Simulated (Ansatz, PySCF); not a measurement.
This PySCF input computes a CAM-B3LYP/def2-TZVPD energy:

```python
from pyscf import gto, scf, dft

mol = gto.M(
    atom='''
    C    -0.02414292    1.12315603    0.01877293
    S     0.01525850   -0.70984264   -0.01186463
    H    -1.05021111    1.51794223    0.00835545
    H     0.46073541    1.53526110    0.91534586
    H     0.49019726    1.56534275   -0.84650488
    ''',
    basis='def2-tzvpd',
    charge=-1,
    spin=0,
    verbose=4,
)

mf = dft.RKS(mol, xc='camb3lyp').density_fit(auxbasis='def2-universal-jkfit')
mf.grids.level = 3
mf.conv_tol = 1e-9
mf.max_cycle = 100
mf.max_memory = 1500
mf.kernel()
if not mf.converged:
    mf = mf.newton()
    mf.kernel(mf.make_rdm1())
mf.analyze()
```

### Question
Write an input for the same energy in Ansatz (a quantum-chemistry and plane-wave program) and say what it gives.

### Answer

Ansatz 0.2 input:
```yaml
crystal:
  periodic: [false, false, false]
  atoms:
    - {symbol: C, position_ang: [-0.02414292, 1.12315603, 0.01877293]}
    - {symbol: S, position_ang: [0.01525850, -0.70984264, -0.01186463]}
    - {symbol: H, position_ang: [-1.05021111, 1.51794223, 0.00835545]}
    - {symbol: H, position_ang: [0.46073541, 1.53526110, 0.91534586]}
    - {symbol: H, position_ang: [0.49019726, 1.56534275, -0.84650488]}
basis:
  gaussian:
    orbitals: def2-TZVPD
hamiltonian:
  xc: {name: CAM-B3LYP}
total_charge: -1
output: {forces: true}
```
It gives -438.13698 Eh, and PySCF -438.13704 Eh, a difference of 0.06 mEh, from the treatment of integrals and grids.

It need not be the lowest isomer of its formula. Whether it binds its extra electron was not tested at this geometry.
